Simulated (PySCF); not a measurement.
Isomers of C5H5Cl, mass 100.008 u with the commonest isotopes. Computed with PBE0-D3(BJ)/def2-SVP geometry optimisation, gas phase (PySCF). One conformer each, none proved a minimum here; rigid rotors.

Question: Order these by dipole moment, largest first.
A. `[CH:1]#[C:2]/[CH:3]=[CH:4]\[CH2:5][Cl:6]` with C3–C4–C5–Cl6 -120°
B. `CC1=CC/1=C\Cl`
C. `C=CC#CCCl`
D. `CC1=CC/1=C/Cl`
E. `[CH2:1]=[C:2]1[CH:3]=[C:4]1[CH2:5][Cl:6]` with C3–C4–C5–Cl6 0°
F. `C/C=C1C=C\1Cl`

Answer: B (4.23 D), D (3.64 D), C (1.90 D), A (1.68 D), F (1.30 D), E (0.62 D).

Question: Order these by radius of gyration √(Σ m r²/M), largest first.
A. `C=CC#CCCl`
B. `CC1=CC/1=C/Cl`
C. `[CH:1]#[C:2]/[CH:3]=[CH:4]\[CH2:5][Cl:6]` with C3–C4–C5–Cl6 -120°
D. `CC1=CC/1=C\Cl`

Answer: A (2.398 Å), D (2.109 Å), C (2.085 Å), B (1.951 Å).

Question: Order these by rotational constant A, largest first.
A. `C=CC#CCCl`
B. `CC1=CC/1=C\Cl`
C. `[CH2:1]=[C:2]1[CH:3]=[C:4]1[CH2:5][Cl:6]` with C3–C4–C5–Cl6 0°
D. `[CH:1]#[C:2]/[CH:3]=[CH:4]\[CH2:5][Cl:6]` with C3–C4–C5–Cl6 -120°
E. `C/C=C1C=C\1Cl`
F. `C1=C(C)C/1=C\Cl`

Answer: A (15967 MHz), B (12027 MHz), C (11747 MHz), E (10805 MHz), D (6648 MHz), F (5762 MHz).

```
       SMILES  point group  Ia (u·Å²)  Ib (u·Å²)  Ic (u·Å²)      κ  μa (D)  μb (D)  μc (D)
CC1=CC/1=C\Cl           Cs      42.02     404.34     443.21  -0.98    4.23    0.20    0.00
  C#C/C=C\CCl           C1      76.02     373.32     420.17  -0.94    1.23    0.58    0.98
  C=C1C=C1CCl           Cs      43.02     386.91     426.76  -0.98    0.57    0.26    0.01
C/C=C1C=C\1Cl           Cs      46.77     393.97     437.59  -0.97    0.44    1.23    0.00
CC1=CC/1=C/Cl           Cs      87.71     294.47     379.05  -0.83    3.64    0.02    0.00
    C=CC#CCCl           Cs      31.65     545.11     573.56  -0.99    1.44    1.24    0.00
```
